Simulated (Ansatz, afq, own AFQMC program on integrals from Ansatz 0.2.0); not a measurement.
## Atomization energy of C$_{2}$H$_{8}$OSi, singlet

```xyz
12

C    -1.4715   -0.3196   -0.1298
C    -0.1944   -0.5987    0.6594
Si    1.3614    0.1397   -0.0929
O     1.2692    1.8039   -0.2264
H    -1.4187   -0.7345   -1.1498
H    -1.6546    0.7631   -0.2248
H    -2.3598   -0.7558    0.3534
H    -0.2846   -0.2118    1.6897
H    -0.0284   -1.6867    0.7608
H     1.5882   -0.4736   -1.4450
H     2.5345   -0.1327    0.7850
H     0.7355    2.1515   -0.9456
```

Atoms in their ground-state spins without spin–orbit coupling (mostly on UHF) minus the molecule (RHF), without zero-point energy. The geometry is a stationary point, not shown to be a minimum.

Basis def2-TZVP. Noble-gas cores (and the filled d shells of Ga–Kr and In–Xe) are frozen. Integrals, coupled cluster, full CI and functionals: Ansatz 0.2.0; the random walks run on the same integrals in our own AFQMC program. The CISD trial takes its coefficients from CCSD amplitudes. Released means that phaseless walkers are propagated on without the constraint, phases kept. Error bars are statistical, one sigma. The errors of all members are added in quadrature.

No full CI on the walks' own integrals is used here. The released AFQMC energy serves as the reference, which it does only where one determinant dominates, the energy is flat over the last release times and near the phaseless one (40 meV or 2 meV an electron, half that with transition metals). On small molecules, where full CI could be run and the noise was under 10 meV, such values lay within 10 meV of it in 19 cases of 20, a flattering rate, since the rule was set on those same cases; what remains of the bias isn't in the error bar. Each member takes its own surest rung, up to full CI.

The best estimate is CCSD(T) at the basis-set limit (CBS: def2-TZVPP and def2-QZVPP, with their diffuse functions for anions and beside diffuse sets, CCSD(T) itself extrapolated) plus the step from CCSD(T) to AFQMC with the constraint released in def2-TZVP. Rows without CBS are in def2-TZVP; B2PLYP and the wave-function rows carry a basis error of their own. Core correlation and relativity beyond core potentials are missing, and ± holds the sampling alone.

Cautions: C₂H₈OSi (singlet): the released value is read at 0.90 1/Eh with a noise of 19 meV, more than in the cases checked (meV from the phaseless value at times in 1/Eh: -9 ± 10 at 0.21, 2 ± 21 at 0.42, -3 ± 15 at 0.63, -20 ± 19 at 0.90).

Best estimate: 46.004 ± 0.019 eV.

```csv
level,atomization energy (eV),error against the best estimate (eV)
HF,34.408,-11.595 ± 0.019
MP2,44.565,-1.438 ± 0.019
CCSD,43.797,-2.206 ± 0.019
CCSD(T),44.253,-1.750 ± 0.019
ph-AFQMC/CISD,44.279 ± 0.012,-1.724 ± 0.022
released AFQMC,44.292 ± 0.020,-1.712
HF/CBS,34.579,-11.424 ± 0.019
MP2/CBS,46.372,0.369 ± 0.019
CCSD(T)/CBS,45.981,-0.022 ± 0.019
PBE,45.931,-0.073 ± 0.019
r2SCAN,45.755,-0.248 ± 0.019
PBE0,45.460,-0.544 ± 0.019
B3LYP,45.433,-0.571 ± 0.019
wB97M-V,45.888,-0.115 ± 0.019
B2PLYP,45.155,-0.849 ± 0.019
```

Correlation beyond CCSD(T) changes it by less than twice the noise. Going to the basis-set limit adds 1.728 eV at CCSD(T). The perturbative (T) step is worth +0.456 eV. The functionals spread over 0.776 eV; PBE and wB97M-V come nearest and B2PLYP is 0.849 eV too low.

Best estimates are given only where the step beyond CCSD(T) is under 0.3 eV and no member's determinant is very poor (T1 over 0.05, or 0.07 for open shells, ⟨S²⟩ too high by 0.3, two states mixed), so the hardest cases are missing from such tables.

The functionals ran in a triple-zeta set and keep a basis error of their own, a few kJ/mol for each bond in atomization energies and more for double hybrids, so close places among them and the extrapolated levels can swap.

Each member of a difference takes its own highest rung, so a best estimate needn't equal the limit plus the step of one row. Released energies are given only where the last usable release times agree within the noise; a slower fall can still hide under it.
